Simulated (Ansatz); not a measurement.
**Worked example: vertical energy of the triplet above the singlet of NaF (SMILES [F][Na])**

NaF: 2 atoms, total charge 0, spin state singlet. As SMILES, `[F][Na]`. Geometry: relaxed at PBE0-D4/def2-TZVP.

```xyz
2

F    -0.8041    0.2401   -0.4224
Na    0.8336   -0.3003    0.4265
```

Both states at this one shape; open shells run unrestricted unless said. 1 Eh = 27.2114 eV.

| level | program | singlet NaF (Eh) | triplet NaF (Eh) |
| --- | --- | --- | --- |
| RPA@PBE/cc-pVTZ, 2 core orbitals frozen | Ansatz | -261.777612 | -261.602776 |
| MP2/Sapporo-DZP, 2 core orbitals frozen | Ansatz | -261.718224 | -261.546832 |

Question: Work out the vertical gap, second state less first, at each level.

Answer: 
1. RPA@PBE/cc-pVTZ: -261.602776 − (-261.777612) = 0.174836 Eh = 4.76 eV.
2. MP2/Sapporo-DZP: -261.546832 − (-261.718224) = 0.171392 Eh = 4.66 eV.

No measured value is set beside it here; the levels span 4.66 to 4.76 eV.
